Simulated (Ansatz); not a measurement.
# H6Si2: levels of theory, part 2 of 2

Aim: for H6Si2, compare levels of theory; the runs are relaxing the atoms, batch in weak fields and harmonic vibrations.

Ansatz 0.2.0; Hartree-Fock, Gaussian basis 6-31g*, and further levels as typed in the inputs. Earlier steps stand in the parts before.

### Step 10. Harmonic vibrations

It takes the final geometry of step 9.

Input file input.yaml:

```yaml
crystal:
  periodic: [false, false, false]
  atoms:
    - { symbol: Si, position_ang: [1.17275686, 0.04955506, 0.00271808] }
    - { symbol: Si, position_ang: [-1.17275686, -0.04955506, -0.00271808] }
    - { symbol: H, position_ang: [1.75013155, -1.22903458, -0.51750536] }
    - { symbol: H, position_ang: [1.68232162, 0.27060053, 1.39205563] }
    - { symbol: H, position_ang: [1.6494285, 1.17316914, -0.86275922] }
    - { symbol: H, position_ang: [-1.75013155, 1.22903458, 0.51750536] }
    - { symbol: H, position_ang: [-1.6494285, -1.17316914, 0.86275922] }
    - { symbol: H, position_ang: [-1.68232162, -0.27060053, -1.39205563] }
basis:
  gaussian: { orbitals: def2-TZVPP }
hamiltonian:
  xc: pbe
phonons: {}
```

Command:

```
ansatz run input.yaml --threads 4 --pin off --max-ram 14336MiB --backend cpu --events-out ev --progress --plain --runs-dir out
```

What it wrote, cut to the lines that bear on the results:

```text
Warning: RAYON_NUM_THREADS=4 ignored (pool sized by the plan → 4); use --threads N
[...]
Functional definition: PBE
[...]
930 factors; their error is unknown
[...]
mean field -15844.48184551 eV, -582.2739680471 hartree, gradient 3.6e-5 eV, S^2 0.000000; 0 other end points of the search recorded, 0 dependent functions left out
[...]
reference -15844.48188919 eV, -582.2739696522 hartree; 17, 17 occupied and 151, 151 virtual orbitals, 930 factors
[...]
Atom 5 at    -1.750132     1.229035     0.517505 Å, force     0.000019    -0.000043    -0.000012 eV/Å
Atom 6 at    -1.649428    -1.173169     0.862759 Å, force     0.000015     0.000039    -0.000024 eV/Å
Atom 7 at    -1.682322    -0.270601    -1.392056 Å, force    -0.000041     0.000006     0.000054 eV/Å
Dipole moment:    -0.000000    -0.000000     0.000000 e Å
Vibrations: 133.00 350.62 350.63 417.22 601.96 601.97 802.01 871.63 899.57 899.58 913.23 913.24 2146.87 2152.90 2159.20 2159.21 2169.09 2169.11 cm⁻¹, zero-point energy 1.283923 eV
```

It took 5.1 s on 4 threads of Intel Xeon 6975P-C (Granite Rapids), shared host; peak memory 0.2 GiB.

Harmonic frequencies from the force constants, with rigid motions projected out (i: imaginary):

| mode | cm⁻¹ | IR (km/mol) |
| --- | --- | --- |
| 1 | 133 | 0.0 |
| 2 | 351 | 14.9 |
| 3 | 351 | 14.9 |
| 4 | 418 | 0.0 |
| 5 | 602 | 0.0 |
| 6 | 602 | 0.0 |
| 7 | 802 | 430.6 |
| 8 | 872 | 0.0 |
| 9 | 900 | 0.0 |
| 10 | 900 | 0.0 |
| 11 | 913 | 65.6 |
| 12 | 913 | 65.6 |
| 13 | 2147 | 95.5 |
| 14 | 2153 | 0.0 |
| 15 | 2160 | 0.0 |
| 16 | 2160 | 0.0 |
| 17 | 2169 | 154.3 |
| 18 | 2169 | 154.3 |

### Step 11. Relaxing the atoms: r2SCAN, Gaussian basis def2-TZVPP

Input file input.yaml:

```yaml
relax:
  f_tol: 0.001
  max_steps: 200
crystal:
  periodic: [false, false, false]
  atoms:
    - { symbol: Si, position_ang: [1.1499, 0.04859, 0.00267] }
    - { symbol: Si, position_ang: [-1.1499, -0.04859, -0.00267] }
    - { symbol: H, position_ang: [1.73418, -1.21958, -0.51349] }
    - { symbol: H, position_ang: [1.66691, 0.2684, 1.38124] }
    - { symbol: H, position_ang: [1.63426, 1.16395, -0.85606] }
    - { symbol: H, position_ang: [-1.73418, 1.21958, 0.51349] }
    - { symbol: H, position_ang: [-1.63426, -1.16395, 0.85606] }
    - { symbol: H, position_ang: [-1.66691, -0.2684, -1.38124] }
basis:
  gaussian: { orbitals: def2-TZVPP }
hamiltonian:
  xc: r2scan
```

Command:

```
ansatz run input.yaml --threads 4 --pin off --max-ram 14336MiB --backend cpu --events-out ev --progress --plain --runs-dir out
```

What it wrote, cut to the lines that bear on the results:

```text
Warning: RAYON_NUM_THREADS=4 ignored (pool sized by the plan → 4); use --threads N
[...]
Functional definition: r2SCAN
[...]
930 factors; their error is unknown
[...]
mean field -15851.49574220 eV, -582.5317239961 hartree, gradient 5.8e-6 eV, S^2 0.000000; 0 other end points of the search recorded, 0 dependent functions left out
[...]
reference -15851.49575585 eV, -582.5317244978 hartree; 17, 17 occupied and 151, 151 virtual orbitals, 930 factors
[...]
Atom 3 at     1.673499     0.268909     1.382861 Å, force     0.000090    -0.000011    -0.000102 eV/Å
Atom 4 at     1.640812     1.165512    -0.857048 Å, force     0.000088    -0.000076     0.000063 eV/Å
Atom 5 at    -1.740849     1.220814     0.514076 Å, force    -0.000081    -0.000098    -0.000038 eV/Å
Atom 6 at    -1.640812    -1.165512     0.857048 Å, force    -0.000088     0.000076    -0.000063 eV/Å
Atom 7 at    -1.673499    -0.268909    -1.382861 Å, force    -0.000090     0.000011     0.000102 eV/Å
Dipole moment:    -0.000000     0.000000    -0.000000 e Å
```

It took 4.2 s on 4 threads of Intel Xeon 6975P-C (Granite Rapids), shared host; peak memory 0.21 GiB.

Step by step:

```
step  energy from step 1 (eV)  largest force component (eV/Å)
   1                   0.0000                          0.5022
   2                  -0.0079                          0.0738
   3                  -0.0082                          0.0035
   4                  -0.0082                          0.0006
```

Step 1 is the start.

Before: Bond lengths: Si1–Si2 2.302 Å, Si1–H3 1.489 Å, Si1–H4 1.489 Å, Si1–H5 1.489 Å, Si2–H6 1.489 Å, Si2–H7 1.489 Å, Si2–H8 1.489 Å. Angles: Si1–Si2–H6 110.8°, Si1–Si2–H7 110.8°, Si1–Si2–H8 110.8°, H6–Si2–H7 108.1°, H6–Si2–H8 108.1°, H7–Si2–H8 108.1°, Si2–Si1–H3 110.8°, Si2–Si1–H4 110.8°, Si2–Si1–H5 110.8°, H3–Si1–H4 108.1°, H3–Si1–H5 108.1°, H4–Si1–H5 108.1°.

After: Bond lengths: Si1–Si2 2.338 Å, Si1–H3 1.486 Å, Si1–H4 1.486 Å, Si1–H5 1.486 Å, Si2–H6 1.486 Å, Si2–H7 1.486 Å, Si2–H8 1.486 Å. Angles: Si1–Si2–H6 110.4°, Si1–Si2–H7 110.4°, Si1–Si2–H8 110.4°, H6–Si2–H7 108.6°, H6–Si2–H8 108.6°, H7–Si2–H8 108.6°, Si2–Si1–H3 110.4°, Si2–Si1–H4 110.4°, Si2–Si1–H5 110.4°, H3–Si1–H4 108.6°, H3–Si1–H5 108.6°, H4–Si1–H5 108.6°.

### Step 12. Batch in weak fields

It takes final geometries of earlier steps.

Input file input.yaml:

```yaml
hamiltonian:
  xc: r2scan
batch:
  members: [f0p.yaml, f0m.yaml, f1p.yaml, f1m.yaml, f2p.yaml, f2m.yaml]
output:
  forces: true
scf:
  lower_state_search: "off"
# f0m.yaml, one of 6 members:
crystal:
  periodic: [false, false, false]
  atoms:
    - { symbol: Si, position_ang: [1.16818913, 0.04936244, 0.00271012] }
    - { symbol: Si, position_ang: [-1.16818913, -0.04936244, -0.00271012] }
    - { symbol: H, position_ang: [1.74084927, -1.22081367, -0.51407641] }
    - { symbol: H, position_ang: [1.67349909, 0.26890924, 1.38286096] }
    - { symbol: H, position_ang: [1.64081212, 1.16551164, -0.85704813] }
    - { symbol: H, position_ang: [-1.74084927, 1.22081367, 0.51407641] }
    - { symbol: H, position_ang: [-1.64081212, -1.16551164, 0.85704813] }
    - { symbol: H, position_ang: [-1.67349909, -0.26890924, -1.38286096] }
basis:
  gaussian:
    orbitals: def2-TZVPP
    point_charges:
      - { charge: 2.500062, position_ang: [60.0, 0.0, 0.0] }
      - { charge: -2.500062, position_ang: [-60.0, 0.0, 0.0] }
```

Command:

```
ansatz run input.yaml --threads 4 --pin off --max-ram 14336MiB --backend cpu --events-out ev --progress --plain --runs-dir out
```

What it wrote, cut to the lines that bear on the results:

```text
Warning: RAYON_NUM_THREADS=4 ignored (pool sized by the plan → 4); use --threads N
[...]
[... 1 set-up line as earlier in the session ...]
[...]
Member 0: Total energy: -15851.50408463 eV, -582.5320305749 hartree
Member 0: Atom 0 at     1.168189     0.049362     0.002710 Å, force     0.017214     0.000222     0.000073 eV/Å
Member 0: Atom 1 at    -1.168189    -0.049362    -0.002710 Å, force     0.018293     0.000279    -0.000045 eV/Å
[...]
Member 5: Atom 5 at    -1.740849     1.220814     0.514076 Å, force    -0.000637     0.000242     0.003524 eV/Å
Member 5: Atom 6 at    -1.640812    -1.165512     0.857048 Å, force    -0.000962    -0.000492     0.003792 eV/Å
Member 5: Atom 7 at    -1.673499    -0.268909    -1.382861 Å, force     0.001338     0.000232     0.004530 eV/Å
Member 5: Dipole moment:    -0.000011    -0.000000    -0.011053 e Å
Member 5: Checks for a lower state left out: stability, starts, cluster_reference, orbital_swaps, neighbouring_geometries, increment
```

Wall time 3.9 s (4 threads of Intel Xeon 6975P-C (Granite Rapids), shared host); peak memory 0.49 GiB.

### Step 13. Harmonic vibrations

It takes the final geometry of step 12.

Edit input.yaml of step 12 so:

```diff
@@ -1,10 +1 @@
-hamiltonian:
-  xc: r2scan
-batch:
-  members: [f0p.yaml, f0m.yaml, f1p.yaml, f1m.yaml, f2p.yaml, f2m.yaml]
-output:
-  forces: true
-scf:
-  lower_state_search: "off"
-# f0m.yaml, one of 6 members:
 crystal:
@@ -21,6 +12,5 @@
 basis:
-  gaussian:
-    orbitals: def2-TZVPP
-    point_charges:
-      - { charge: 2.500062, position_ang: [60.0, 0.0, 0.0] }
-      - { charge: -2.500062, position_ang: [-60.0, 0.0, 0.0] }
+  gaussian: { orbitals: def2-TZVPP }
+hamiltonian:
+  xc: r2scan
+phonons: {}
```

Command:

```
ansatz run input.yaml --threads 4 --pin off --max-ram 14336MiB --backend cpu --events-out ev --progress --plain --runs-dir out
```

What it wrote, cut to the lines that bear on the results:

```text
Warning: RAYON_NUM_THREADS=4 ignored (pool sized by the plan → 4); use --threads N
[...]
[... 1 set-up line as earlier in the session ...]
[...]
930 factors; their error is unknown
[...]
mean field -15851.50392318 eV, -582.5320246416 hartree, gradient 5.6e-6 eV, S^2 0.000000; 0 other end points of the search recorded, 0 dependent functions left out
[...]
reference -15851.50393689 eV, -582.5320251453 hartree; 17, 17 occupied and 151, 151 virtual orbitals, 930 factors
[...]
Atom 5 at    -1.740849     1.220814     0.514076 Å, force    -0.000089    -0.000104    -0.000040 eV/Å
Atom 6 at    -1.640812    -1.165512     0.857048 Å, force    -0.000087     0.000084    -0.000049 eV/Å
Atom 7 at    -1.673499    -0.268909    -1.382861 Å, force    -0.000084     0.000026     0.000096 eV/Å
Dipole moment:     0.000000     0.000000     0.000000 e Å
Vibrations: 140.57 357.98 358.07 428.99 625.42 625.43 835.37 905.70 935.32 935.37 950.05 950.10 2203.23 2210.41 2213.44 2213.55 2223.72 2223.82 cm⁻¹, zero-point energy 1.322697 eV
```

It took 7.1 s on 4 threads of Intel Xeon 6975P-C (Granite Rapids), shared host; peak memory 0.2 GiB.

Harmonic frequencies from the force constants, with rigid motions projected out (i: imaginary):

| mode | cm⁻¹ | IR (km/mol) |
| --- | --- | --- |
| 1 | 141 | 0.0 |
| 2 | 358 | 17.1 |
| 3 | 358 | 17.1 |
| 4 | 430 | 0.0 |
| 5 | 626 | 0.0 |
| 6 | 626 | 0.0 |
| 7 | 836 | 464.5 |
| 8 | 906 | 0.0 |
| 9 | 935 | 0.0 |
| 10 | 935 | 0.0 |
| 11 | 950 | 75.4 |
| 12 | 950 | 75.4 |
| 13 | 2203 | 105.3 |
| 14 | 2211 | 0.0 |
| 15 | 2214 | 0.0 |
| 16 | 2214 | 0.0 |
| 17 | 2224 | 175.6 |
| 18 | 2224 | 175.6 |

### Step 14. Relaxing the atoms: B3LYP, Gaussian basis def2-TZVPP

Input file input.yaml:

```yaml
relax:
  f_tol: 0.001
  max_steps: 200
crystal:
  periodic: [false, false, false]
  atoms:
    - { symbol: Si, position_ang: [1.1499, 0.04859, 0.00267] }
    - { symbol: Si, position_ang: [-1.1499, -0.04859, -0.00267] }
    - { symbol: H, position_ang: [1.73418, -1.21958, -0.51349] }
    - { symbol: H, position_ang: [1.66691, 0.2684, 1.38124] }
    - { symbol: H, position_ang: [1.63426, 1.16395, -0.85606] }
    - { symbol: H, position_ang: [-1.73418, 1.21958, 0.51349] }
    - { symbol: H, position_ang: [-1.63426, -1.16395, 0.85606] }
    - { symbol: H, position_ang: [-1.66691, -0.2684, -1.38124] }
basis:
  gaussian: { orbitals: def2-TZVPP }
hamiltonian:
  xc: { name: B3LYP }
```

Command:

```
ansatz run input.yaml --threads 4 --pin off --max-ram 14336MiB --backend cpu --events-out ev --progress --plain --runs-dir out
```

What it wrote, cut to the lines that bear on the results:

```text
Warning: RAYON_NUM_THREADS=4 ignored (pool sized by the plan → 4); use --threads N
[...]
Functional definition: B3LYP
[...]
936 factors; their error is unknown
[...]
mean field -15854.53304469 eV, -582.6433428040 hartree, gradient 1.0e-5 eV, S^2 0.000000; 0 other end points of the search recorded, 0 dependent functions left out
[...]
reference -15854.53331206 eV, -582.6433526295 hartree; 17, 17 occupied and 151, 151 virtual orbitals, 936 factors
[...]
Atom 3 at     1.678144     0.268658     1.379758 Å, force    -0.000000    -0.000001    -0.000005 eV/Å
Atom 4 at     1.645523     1.163233    -0.855091 Å, force    -0.000004    -0.000004     0.000003 eV/Å
Atom 5 at    -1.745334     1.217698     0.512895 Å, force     0.000004    -0.000004    -0.000001 eV/Å
Atom 6 at    -1.645523    -1.163233     0.855091 Å, force     0.000004     0.000004    -0.000003 eV/Å
Atom 7 at    -1.678144    -0.268658    -1.379758 Å, force     0.000000     0.000001     0.000005 eV/Å
Dipole moment:     0.000000    -0.000000    -0.000000 e Å
```

Run time: 4.4 s. Hardware: 4 threads of Intel Xeon 6975P-C (Granite Rapids), shared host; peak memory 0.35 GiB.

Step by step:

| step | E - E(step 1) (eV) | largest force component (eV/Å) |
| --- | --- | --- |
| 1 | 0.0000 | 0.6595 |
| 2 | -0.0132 | 0.1162 |
| 3 | -0.0138 | 0.0058 |
| 4 | -0.0138 | 0.0030 |
| 5 | -0.0138 | 0.0000 |

Step 1 is the start.

Before: Bond lengths: Si1–Si2 2.302 Å, Si1–H3 1.489 Å, Si1–H4 1.489 Å, Si1–H5 1.489 Å, Si2–H6 1.489 Å, Si2–H7 1.489 Å, Si2–H8 1.489 Å. Angles: Si1–Si2–H6 110.8°, Si1–Si2–H7 110.8°, Si1–Si2–H8 110.8°, H6–Si2–H7 108.1°, H6–Si2–H8 108.1°, H7–Si2–H8 108.1°, Si2–Si1–H3 110.8°, Si2–Si1–H4 110.8°, Si2–Si1–H5 110.8°, H3–Si1–H4 108.1°, H3–Si1–H5 108.1°, H4–Si1–H5 108.1°.

After: Bond lengths: Si1–Si2 2.349 Å, Si1–H3 1.483 Å, Si1–H4 1.483 Å, Si1–H5 1.483 Å, Si2–H6 1.483 Å, Si2–H7 1.483 Å, Si2–H8 1.483 Å. Angles: Si1–Si2–H6 110.4°, Si1–Si2–H7 110.4°, Si1–Si2–H8 110.4°, H6–Si2–H7 108.5°, H6–Si2–H8 108.5°, H7–Si2–H8 108.5°, Si2–Si1–H3 110.4°, Si2–Si1–H4 110.4°, Si2–Si1–H5 110.4°, H3–Si1–H4 108.5°, H3–Si1–H5 108.5°, H4–Si1–H5 108.5°.

### Step 15. Batch in weak fields

It takes final geometries of earlier steps.

Input file input.yaml:

```yaml
hamiltonian:
  xc: { name: B3LYP }
batch:
  members: [f0p.yaml, f0m.yaml, f1p.yaml, f1m.yaml, f2p.yaml, f2m.yaml]
output:
  forces: true
scf:
  lower_state_search: "off"
# f0m.yaml, one of 6 members:
crystal:
  periodic: [false, false, false]
  atoms:
    - { symbol: Si, position_ang: [1.17342346, 0.04958439, 0.00272763] }
    - { symbol: Si, position_ang: [-1.17342346, -0.04958439, -0.00272763] }
    - { symbol: H, position_ang: [1.7453343, -1.21769806, -0.51289506] }
    - { symbol: H, position_ang: [1.67814439, 0.26865803, 1.37975806] }
    - { symbol: H, position_ang: [1.64552335, 1.1632326, -0.85509142] }
    - { symbol: H, position_ang: [-1.7453343, 1.21769806, 0.51289506] }
    - { symbol: H, position_ang: [-1.64552335, -1.1632326, 0.85509142] }
    - { symbol: H, position_ang: [-1.67814439, -0.26865803, -1.37975806] }
basis:
  gaussian:
    orbitals: def2-TZVPP
    point_charges:
      - { charge: 2.500062, position_ang: [60.0, 0.0, 0.0] }
      - { charge: -2.500062, position_ang: [-60.0, 0.0, 0.0] }
```

Command:

```
ansatz run input.yaml --threads 4 --pin off --max-ram 14336MiB --backend cpu --events-out ev --progress --plain --runs-dir out
```

What it wrote, cut to the lines that bear on the results:

```text
Warning: RAYON_NUM_THREADS=4 ignored (pool sized by the plan → 4); use --threads N
[...]
[... 1 set-up line as earlier in the session ...]
[...]
Member 1: Total energy: -15854.54726697 eV, -582.6438654631 hartree
Member 1: Atom 0 at     1.173423     0.049584     0.002728 Å, force    -0.018616    -0.000341    -0.000056 eV/Å
Member 1: Atom 1 at    -1.173423    -0.049584    -0.002728 Å, force    -0.018760    -0.000180     0.000027 eV/Å
[...]
Member 4: Atom 5 at    -1.745334     1.217698     0.512895 Å, force     0.000523    -0.000384    -0.003763 eV/Å
Member 4: Atom 6 at    -1.645523    -1.163233     0.855091 Å, force     0.000852     0.000548    -0.003997 eV/Å
Member 4: Atom 7 at    -1.678144    -0.268658    -1.379758 Å, force    -0.001401    -0.000215    -0.004729 eV/Å
Member 4: Dipole moment:     0.000011     0.000000     0.011000 e Å
Member 4: Checks for a lower state left out: stability, starts, cluster_reference, orbital_swaps, neighbouring_geometries, increment
```

Wall time 3.7 s (4 threads of Intel Xeon 6975P-C (Granite Rapids), shared host); peak memory 0.97 GiB.

### Step 16. Results

The summary covers parts 1 to 2.

| step | level | energy above the lowest (eV) | charge | 2S+1 typed | ⟨S²⟩ | dipole (D) | time |
| --- | --- | --- | --- | --- | --- | --- | --- |
| 2 | Hartree-Fock, Gaussian basis 6-31g* | 0.000 | 0 | 1 | 0.00 | 0.00 | 0.97 s |
| 4 | Hartree-Fock, Gaussian basis 6-31g* | 0.000 | 0 | 1 | 0.00 | 0.00 | 2 s |
| 5 | PBE, Gaussian basis def2-SVP | 0.000 | 0 | 1 | 0.00 | 0.00 | 1.3 s |
| 7 | PBE, Gaussian basis def2-SVP | 0.000 | 0 | 1 | 0.00 | 0.00 | 2.2 s |
| 8 | PBE, Gaussian basis def2-TZVPP | 0.000 | 0 | 1 | 0.00 | 0.00 | 2.9 s |
| 10 | PBE, Gaussian basis def2-TZVPP | 0.000 | 0 | 1 | 0.00 | 0.00 | 5.1 s |
| 11 | r2SCAN, Gaussian basis def2-TZVPP | 0.000 | 0 | 1 | 0.00 | 0.00 | 4.2 s |
| 13 | r2SCAN, Gaussian basis def2-TZVPP | 0.000 | 0 | 1 | 0.00 | 0.00 | 7.1 s |
| 14 | B3LYP, Gaussian basis def2-TZVPP | n/a | 0 | 1 | 0.00 | 0.00 | 4.4 s |

Energies compare only among runs of one formula, size, charge, level and basis; each such set counts from its lowest member.

| quantity | value |
| --- | --- |
| mean polarisability (step 3) | 6.75 Å³ |
| harmonic frequencies (step 4) | 133 to 2376 cm⁻¹ |
| zero-point energy (step 4) | 1.434 eV |
| mean polarisability (step 6) | 8.41 Å³ |
| harmonic frequencies (step 7) | 131 to 2174 cm⁻¹ |
| zero-point energy (step 7) | 1.286 eV |
| mean polarisability (step 9) | 9.22 Å³ |
| harmonic frequencies (step 10) | 133 to 2169 cm⁻¹ |
| zero-point energy (step 10) | 1.284 eV |
| mean polarisability (step 12) | 8.85 Å³ |
| harmonic frequencies (step 13) | 141 to 2224 cm⁻¹ |
| zero-point energy (step 13) | 1.323 eV |
| mean polarisability (step 15) | 8.83 Å³ |

**Reading.** In step 4 all modes are real: a minimum. In step 7 all modes are real: a minimum. In step 10 all modes are real: a minimum. In step 13 all modes are real: a minimum.
